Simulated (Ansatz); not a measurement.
## Pulling the pair apart

The pair of HCl (SMILES Cl, atoms 1–2) and CH$_{4}$O (SMILES CO, atoms 3–8), both closed shells, in one local arrangement (a lower one may exist), relaxed at PBE0-D4/def2-TZVP:

Cl1  (0.602, 0.831, -2.647)
H2  (0.529, 0.099, -1.559)
C3  (-0.201, 0.142, 0.918)
O4  (0.313, -0.748, -0.063)
H5  (0.503, 0.969, 0.991)
H6  (-0.273, -0.346, 1.894)
H7  (-1.180, 0.539, 0.633)
H8  (-0.293, -1.486, -0.168)
(Å)

CH$_{4}$O is shifted rigidly along the line between the mean atom positions of the two fragments (negative: closer). Counterpoise interaction energies in kJ/mol. Computed with Ansatz 0.2.0 (basis: def2-TZVPPD); correlated methods freeze the cores.

```csv
shift (Å),MP2,r2SCAN-D4,PBE0-D4
-0.17,-23.6,-30.3,-29.0
-0.09,-26.6,-32.2,-31.2
0.00,-27.9,-32.5,-31.9
0.09,-28.1,-31.9,-31.4
0.21,-27.1,-29.9,-29.7
0.43,-23.4,-25.0,-25.1
0.87,-15.6,-15.9,-16.4
1.73,-6.6,-6.4,-6.7
```

Problem. What does CCSD(T) give at these shifts? (To be estimated.)

Solution. Computed: -18.6, -22.4, -24.4, -25.1, -24.8, -22.0, -15.0, -6.3 kJ/mol. For zero shift, CCSD(T) at an estimated basis limit (MP2 extrapolated from triple and quadruple zeta, plus CCSD(T) − MP2 in triple zeta) gives -27.6 kJ/mol. These are counterpoise interaction energies, counted from the two frozen fragments.

T1 diagnostic: at most 0.010.

For scale, one of the runs: CCSD(T)/def2-TZVPPD, 213 basis functions, launched by `ansatz run in.yaml --threads 4 --pin off --events-out ev --progress --plain --max-ram 9574MiB`. The run took 37 s on 4 CPU threads of an Arm Neoverse V1 (shared host), with 3 GiB of host memory at its peak.
